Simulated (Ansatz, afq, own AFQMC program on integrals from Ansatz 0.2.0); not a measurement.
**Where AFQMC and coupled cluster stand for AlB, triplet**

```xyz
2

B     0.0000    0.0000    0.0000
Al    0.0000    0.0000    2.0234
```

Basis cc-pVDZ. Noble-gas cores (and the filled d shells of Ga–Kr and In–Xe) are frozen. Integrals, coupled cluster, full CI and functionals: Ansatz 0.2.0; the random walks run on the same integrals in our own AFQMC program. ph-AFQMC/CISD is guided by a CISD state made of CCSD amplitudes; releasing the constraint for a short imaginary time cuts its bias at the price of noise, slowly where states lie close. Uncertainties: one standard error, sampling alone.

Determinant: UHF, the one that the program's search chose, which needn't be the lowest solution. The geometry is a point of a scan.

Full CI on the same integrals is exact in this basis and with this determinant's frozen core.

Cautions: lower spins were not checked; an unrestricted solution with more broken spin lies lower (625 meV, ⟨S²⟩ 2.50); strong correlation (T1 0.085, weight of the determinant 0.78, largest double 0.18); (T) is large, 7 % of the CCSD correlation; unrestricted determinant spin contaminated (⟨S²⟩ 2.15 against 2.00); the released energies have errors that jump between times, so the bars are unsure, so no released level is given (meV from the phaseless value at times in 1/Eh: -6 ± 5 at 0.24, -24 ± 7 at 0.51, -38 ± 3 at 0.99, -80 ± 27 at 1.62, -66 ± 4 at 2.40); the ph-AFQMC/CISD walk drifts between its halves (2.2 errors).

The T1 diagnostic is 0.0848, the weight of the determinant in the CISD state is 0.776 and the ⟨S²⟩ of the determinant is 2.147. The size of the correlated space is 6 electrons in 26 orbitals.

| level | correlation energy (eV) |
| --- | --- |
| MP2 | -2.6457 |
| CCSD | -3.6965 |
| CCSD(T) | -3.9441 |

Task: Estimate where phaseless AFQMC with the Hartree–Fock trial lies against CCSD(T) on the same integrals.

Result: 8.67 ± 0.73 mEh above CCSD(T).

Reference: full CI, correlation energy -4.038 eV. The cautions show a poor starting determinant, so the rows tell how each method copes with it here, and full CI is the sure value.

| level | E − E(reference) (mEh) | share of correlation (%) |
| --- | --- | --- |
| CCSD(T) | 3.45 | 97.67 |
| CCSDT | 0.91 | 99.39 |
| CCSDT(Q) | 0.05 | 99.97 |
| CCSDTQ | 0.04 | 99.97 |
| ph-AFQMC/HF | 12.12 ± 0.73 | 91.83 |
| ph-AFQMC/CISD | 3.48 ± 0.08 | 97.66 |

CCSDT and higher add their correlation energy to the determinant of the CCSD(T) run, since their own runs factorise the integrals more tightly (a shift of under 2 meV). A walk keeps the symmetry of its determinant, which the program's search chose and which needn't be the lowest solution, so a lower state of the same spin and another symmetry isn't excluded.
